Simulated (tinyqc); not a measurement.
Inside a calculation. Method: Hueckel theory of the pi electrons, for the molecule OC=C1C=C1 (SMILES; centres numbered as the heavy atoms are written). One step of it, computed by the program tinyqc.

Question. Orbitals. Diagonalise; E = alpha + x beta with beta < 0, so the largest x are filled first; degenerate levels share their electrons. P = sum n_i c_ri c_si; each orbital has its largest coefficient positive (the first on a tie).

Hueckel matrix in units of beta (H = alpha + beta A), lower triangle:
```
,1O,2C,3C,4C,5C
1O,2.050000
2C,0.710000,0.000000
3C,0.000000,1.000000,0.000000
4C,0.000000,0.000000,1.000000,0.000000
5C,0.000000,0.000000,1.000000,1.000000,0.000000
```

pi electrons, sum of z_r less the charge = 6

Give: x values; occupations; coefficients; charge and bond-order matrix P.

Answer.

x values: 2.4098  2.0186  0.1409  -1.0000  -1.5194

occupations: 2.0000  2.0000  2.0000  0.0000  0.0000

coefficients:
```
,MO1,MO2,MO3,MO4,MO5
1O,0.7493,0.5901,-0.2814,0.0000,0.1058
2C,0.3797,-0.0261,0.7566,0.0000,-0.5317
3C,0.3831,-0.4716,0.3064,0.0000,0.7328
4C,0.2717,-0.4630,-0.3567,0.7071,-0.2908
5C,0.2717,-0.4630,-0.3567,-0.7071,-0.2908
```

charge and bond-order matrix P, lower triangle:
```
,1O,2C,3C,4C,5C
1O,1.9776
2C,0.1125,1.4346
3C,-0.1550,0.7792,0.9261
4C,0.0615,-0.3093,0.4262,0.8308
5C,0.0615,-0.3093,0.4262,0.8308,0.8308
```
